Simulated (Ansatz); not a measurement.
Computed with Ansatz on PBE0-D4/def2-TZVP structures; ΔE is electronic, products minus reactants. CBS: MP2 limit from def2 TZ/QZ plus the TZ coupled-cluster correction, frozen cores. DFT in def2-TZVPP. One conformer a species, not always the lowest.

Reaction (isomerisation): `FC1=CCC1` → `C=C/C=C\F`

| level | ΔE (kJ/mol) |
| --- | --- |
| PBE-D4 | -27.9 |
| MP2/def2-TZVPP | -22.4 |
| MP2/def2-QZVPP | -22.6 |
| CCSD/CBS(def2) | -31.7 |

(1) What does CCSD(T)/CBS give? (An estimate is asked.)

Largest T1 diagnostic among the species: 0.012.

## Answers

(1) The calculation gave: -32.7 kJ/mol. The listed levels differ from it by 4.8, 10.3, 10.1, 1.0 kJ/mol.

From PBE to PBE0 (25 % exact exchange), in def2-TZVPP and without D4, ΔE moves by +9.3 kJ/mol. In def2-TZVPP, CCSD(T) changes the Hartree–Fock value by +17.1 kJ/mol (the triples alone add −0.9 kJ/mol) and MP2 by +27.1 kJ/mol.
